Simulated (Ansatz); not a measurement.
Fluorite CdF₂ was calculated with r²SCAN-D4 (Ansatz, a quantum-chemistry and plane-wave program, PAW).

Numerical settings: plane-wave cutoff 560 eV, 12×12×12 k mesh, Fermi–Dirac smearing 0.01 eV, scalar-relativistic PAW data made under PBE.

The cell is scaled about its equilibrium volume:

```json
[
 {"V (Å³/atom)": "12.169", "P (GPa)": "8.28", "direct gap at Γ (eV)": "4.459", "smallest gap on the k mesh (eV)": "4.048"},
 {"V (Å³/atom)": "12.428", "P (GPa)": "5.19", "direct gap at Γ (eV)": "4.414", "smallest gap on the k mesh (eV)": "3.970"},
 {"V (Å³/atom)": "12.687", "P (GPa)": "2.44", "direct gap at Γ (eV)": "4.368", "smallest gap on the k mesh (eV)": "3.894"},
 {"V (Å³/atom)": "12.946", "P (GPa)": "0.00", "direct gap at Γ (eV)": "4.322", "smallest gap on the k mesh (eV)": "3.819"},
 {"V (Å³/atom)": "13.205", "P (GPa)": "-2.18", "direct gap at Γ (eV)": "4.275", "smallest gap on the k mesh (eV)": "3.746"},
 {"V (Å³/atom)": "13.464", "P (GPa)": "-4.13", "direct gap at Γ (eV)": "4.227", "smallest gap on the k mesh (eV)": "3.674"},
 {"V (Å³/atom)": "13.723", "P (GPa)": "-5.86", "direct gap at Γ (eV)": "4.179", "smallest gap on the k mesh (eV)": "3.604"}
]
```

The fundamental gap (3.82 eV at the equilibrium volume, with added k points) lies elsewhere than Γ–Γ.

Measured, for comparison: band gap 7.8 eV (temperature not stated, no zero-point or thermal correction, indirect W–Γ; as tabulated in Cappellini et al. (2013), arXiv:1302.2571).

Spin–orbit coupling is not included.
